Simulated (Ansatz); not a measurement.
Species: C$_{3}$H$_{3}$, charge 0, doublet. C3H3 (SMILES [C]#CC, doublet).
B3LYP-D3(BJ)/def2-TZVP minimum from Ansatz (an electronic-structure program):
```xyz
6

C      0.1102     0.0659     0.3263
C     -0.1374    -0.0523     1.5446
C      0.0300    -0.0005    -1.1193
H      0.0061     0.9982    -1.5605
H      0.8683    -0.5625    -1.5367
H     -0.8913    -0.5141    -1.4127
```
Charge 0, spin multiplicity 2.

Total energies in aug-cc-pVDZ, 15 correlated electrons, 3 frozen orbitals. Open shells are spin-unrestricted; no spin-orbit coupling. Correlated methods leave the cores frozen. No relativity. The UHF reference of C3H3 ([C]#CC, doublet) is spin-contaminated (<S^2> up to 0.09 over the pure value in the sets run). The determinant of C3H3 ([C]#CC, doublet) is a saddle point of the SCF energy; a lower one exists, which strains HF and MP2.

```
method    program  energy (Eh)  minus CCSDT(Q) (mEh)
--------  -------  -----------  --------------------
HF         Ansatz   -115.19326                432.39
MP2        Ansatz   -115.56995                 55.70
CCSD       Ansatz   -115.60450                 21.15
CCSD(T)    Ansatz   -115.62287                  2.77
CCSDT(Q)   Ansatz   -115.62565                  0.00
```
